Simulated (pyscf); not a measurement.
9 silicon, germanium or tin steps of one kind (insertion, closed-shell): reaction energy in kJ/mol, from the separated reactants or the lowest minimum found. Optimised with ωB97X-D3(BJ)/def2-SVP in PySCF. Functionals in def2-TZVP; the last column is ωB97M-D3(BJ)/def2-TZVP. Rows were drawn at random from the steps of this kind and element class whose saddle was verified and whose references are stable.

```
step                                               PBE  r²SCAN  PBE0-D3(BJ)  ωB97M-D3(BJ)
----------------------------------------------  ------  ------  -----------  ------------
O=Sn: [singlet] + HF → O=SnH–F                   +55.1   +44.1        +53.0         +59.7
F–GeH(F)–F + GeH₂ [singlet] -> F–GeH₂–GeH(F)–F  -173.0  -184.1       -183.1        -158.0
F–SiH(F)–F + SiH₂ [singlet] → F–SiH₂–SiH(F)–F   -189.9  -198.6       -199.1        -169.6
S=Ge: [singlet] + H₂S -> S=GeH–SH                -31.0   -45.8        -46.7         -20.9
F–Sn:–F [singlet] + HCl → F–SnH(F)–Cl             -8.0   -31.4        -29.8         -19.9
O=Si: [singlet] + HF -> O=SiH–F                 -153.8  -177.1       -162.2        -147.5
O=Si: [singlet] + HCl -> O=SiH–Cl               -114.9  -133.9       -126.8        -102.5
GeH₂ [singlet] + HF → F–GeH₃                    -219.4  -244.3       -229.1        -216.8
S=Ge: [singlet] + H₂ → S=GeH₂                    +31.0   +20.7        +15.2         +31.5
```

Differences from the last column (kJ/mol): PBE: mean -6.7, median -6.3, mean size 9.3, lower in 8 of 9; r²SCAN: mean -22.9, median -26.1, mean size 22.9, lower in 9 of 9; PBE0-D3(BJ): mean -18.3, median -16.3, mean size 18.3, lower in 9 of 9. PBE is closest for row 9 (0.5 kJ/mol apart) and farthest for row 3 (20.4 kJ/mol). PBE, r²SCAN and M06-2X carry no added dispersion term. The last column is a level with limits of its own. Elements up to Kr have no core potential and no relativistic terms here. Elements past Kr carry the def2 core potentials, without spin-orbit coupling.
